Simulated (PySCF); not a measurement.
SiCl, doublet: the ladder up to RCCSDT

Geometry: a PBE0/def2-TZVP stationary point for this spin.

```xyz
2

Si    0.0000    0.0000    0.0000
Cl    0.0000    0.0000    2.0671
```

Basis cc-pVDZ; PySCF 2.14.0. Only valence electrons are correlated (noble-gas cores frozen), which leaves 11 electrons in 26 orbitals. R marks a restricted (for open shells ROHF) determinant, U an unrestricted one.

Full CI isn't at hand for all of this; RCCSDT serves as the reference. It lacks quadruple excitations, which often exceed the step from CCSD(T) to CCSDT. The frozen core follows each run's orbitals, which can shift R against U totals by a few meV.

```
UHF ⟨S²⟩                          : 0.769
T1 diagnostic (ROHF- or RHF-based CCSD)             : 0.0196
largest doubles amplitude (ROHF- or RHF-based CCSD) : 0.080
T1 diagnostic (UCCSD)             : 0.0176
```

```csv
level,E − E(RCCSDT) (kJ/mol),share of correlation (%),wall time
RHF,606.0,0.00,–
UHF,594.4,1.91,–
RMP2,87.2,85.62,–
UMP2,88.6,85.38,–
RCCSD,17.3,97.15,–
UCCSD,17.0,97.20,–
RCCSD(T),2.0,99.67,0.93 s
UCCSD(T),2.0,99.67,0.78 s
UCCSDT,0.0,100.00,70 s
```

The correlation energy at RCCSDT, counted from RHF, is -6.280 eV. That run took 80 s on 1 thread of Arm Neoverse V1, shared host.

Times are those of the correlated step on a shared host, with one SCF added for the restricted CCSD run; they ran on 1 thread of Arm Neoverse V1.

Atomization energy (electronic, same basis, no zero-point term; atoms at the same level, unrestricted beside the R rows where the molecule is a closed shell; the atoms' step beyond CCSDT comes from their full CI) at RCCSDT: 359.0 kJ/mol. Errors of other levels:

```json
{"level": "RHF", "error (kJ/mol)": "-78.4"}
{"level": "UHF", "error (kJ/mol)": "-86.8"}
{"level": "RMP2", "error (kJ/mol)": "13.3"}
{"level": "UMP2", "error (kJ/mol)": "12.7"}
{"level": "RCCSD", "error (kJ/mol)": "-9.5"}
{"level": "UCCSD", "error (kJ/mol)": "-9.9"}
{"level": "RCCSD(T)", "error (kJ/mol)": "-0.4"}
{"level": "UCCSD(T)", "error (kJ/mol)": "-0.5"}
{"level": "UCCSDT", "error (kJ/mol)": "-0.1"}
```

This basis is far from its limit, so the value isn't to be set against a measured one.
